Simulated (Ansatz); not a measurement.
For rock-salt HfN, PBEsol (PAW; Ansatz, a first-principles code) gives:

- lattice constant a = 4.501 Å
- bulk modulus = 284 GPa
- zone-centre TO phonon frequency = 502 cm⁻¹
- elastic constant C11 = 630 GPa
- elastic constant C44 = 122 GPa
- polycrystal shear modulus = 166 GPa

### Question
What does r²SCAN+SOC (Ansatz, PAW) give for the same quantities?

### Answer

- lattice constant a: 4.523 Å (rises by 0.5 %)
- bulk modulus: 282 GPa (hardly moves)
- zone-centre TO phonon frequency: 492 cm⁻¹ (falls by 2.0 %)
- elastic constant C11: 606 GPa (drops by 3.8 %)
- elastic constant C44: 127 GPa (increases by 4.1 %)
- Voigt–Reuss–Hill shear modulus: 166 GPa (stays essentially unchanged)

For comparison: lattice constant a 4.524 Å (measured, room temperature, not corrected to a static lattice; as tabulated in Seo, Lee, Wen, Petrov, Greene, Gall, J. Appl. Phys. 96, 878 (2004)); bulk modulus 260 GPa (measured, room temperature, not corrected to a static lattice, our sources range from 260 to 306; as tabulated in Synthesis of Binary Transition Metal Nitrides, Carbides and Borides from the …); elastic constant C11 679 GPa (measured, temperature not stated, no zero-point or thermal correction; as tabulated in Wu et al. (2005), arXiv:cond-mat/0412374); elastic constant C44 150 GPa (measured, temperature not stated, no zero-point or thermal correction; as tabulated in Wu et al. (2005), arXiv:cond-mat/0412374).

Changes are worked out from the printed values.

Unless a cell is named, each level is at its own relaxed cell (PBEsol 11.40, r²SCAN+SOC 11.57 Å³/atom).

Levels without +SOC leave out spin–orbit coupling, which shifts energies and cells of such heavy elements.

Ansatz's density-functional and Hartree–Fock values are scalar-relativistic unless marked +SOC, with PAW data made under PBE.
